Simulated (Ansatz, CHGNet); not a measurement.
For hcp Os, the machine-learned potential CHGNet-r²SCAN (trained on r²SCAN data) gives:

- lattice parameter a = 2.755 Å
- lattice parameter c = 4.305 Å

### Question
What does r²SCANh (Ansatz, a quantum-chemistry and plane-wave program, plane waves, PAW) give for the same quantities?

### Answer

- lattice constant a: 2.725 Å (drops by 1.1 %)
- lattice parameter c: 4.311 Å (rises by 0.1 %)

For comparison: lattice constant a 2.734 Å (measured, 293 K, no zero-point or thermal correction, our sources range from 2.734 to 2.740; as tabulated in Wikipedia's data pages); lattice parameter c 4.320 Å (measured, 293 K, no zero-point or thermal correction; as tabulated in Wikipedia's data pages).

Changes are worked out from the printed values.

Unless a cell is named, each level is at its own relaxed cell (CHGNet-r²SCAN 14.15, r²SCANh 13.87 Å³/atom).

Levels without +SOC leave out spin–orbit coupling, which shifts energies and cells of such heavy elements.

Ansatz's density-functional and Hartree–Fock values are scalar-relativistic unless marked +SOC, with PAW data made under PBE.
